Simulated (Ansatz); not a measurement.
This geometry of BClFH + H2 (6 atoms, charge 0, multiplicity 1) is a first-order saddle point.

Theory: RKS LDA/def2-SVP (Ansatz 0.2.0).

```xyz
6
Properties=species:S:1:pos:R:3
B 0.103 0.295 -0.014
F 0.086 -0.101 1.572
Cl 1.561 -0.303 -0.786
H -0.985 0.044 -0.488
H 0.209 1.556 0.324
H 0.174 0.973 1.321
```

Which two structures does it join? (They come from a converged band through this point; their orientation in space is the band's.)

Bonds broken: B1–F2, H5–H6. Bonds formed: B1–H5, F2–H6. BClFH + H2 becomes BClH2 + FH.

First end point:

```xyz
6
Properties=species:S:1:pos:R:3
B 0.029 -0.349 0.048
F 0.052 -0.840 1.262
Cl 1.518 -0.279 -0.852
H -1.022 -0.003 -0.453
H 0.518 1.992 0.648
H 0.054 1.942 1.277
```

Last end point:

```xyz
6
Properties=species:S:1:pos:R:3
B 0.111 0.398 -0.170
F 0.056 -0.044 1.614
Cl 1.548 -0.385 -0.804
H -0.977 0.000 -0.535
H 0.243 1.589 0.146
H 0.168 0.906 1.678
```

How far does it lie above each of them?

1.34 eV above the first and 0.08 eV above the second. This is the barrier of this one path; another mechanism may lie lower. The orbitals stay closed-shell, which can raise the energy where a bond breaks towards radicals; this wasn't checked here.

Time of the run: 4.5 min on 1 thread of Intel(R) Xeon(R) Platinum 8259CL CPU @ 2.50GHz (Skylake/Cascade Lake) (shared host), peak memory 0.12 GiB.
